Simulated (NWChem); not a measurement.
Total energies of F

```
F
```
Charge 0, spin multiplicity 2.

The numbers come from NWChem runs, not from measurements.

Basis set: cc-pVDZ (14 functions).

| method | total energy (Ha) |
|---|---|
| UHF | -99.37524 |
| UMP2 | -99.51584 |
| UB2PLYP | -99.66091 |
| UPBE | -99.62478 |
| UB3LYP | -99.72659 |
| UPBE0 | -99.63567 |

Total energies of different functionals aren't comparable as a measure of quality: only differences taken within one method are. 

The correlated methods keep 1 core orbital frozen. B3LYP has NWChem's definition, with VWN1-RPA local correlation. No SCF solution was tested for a lower state. Open-shell Hartree-Fock references start from PBE0 orbitals.
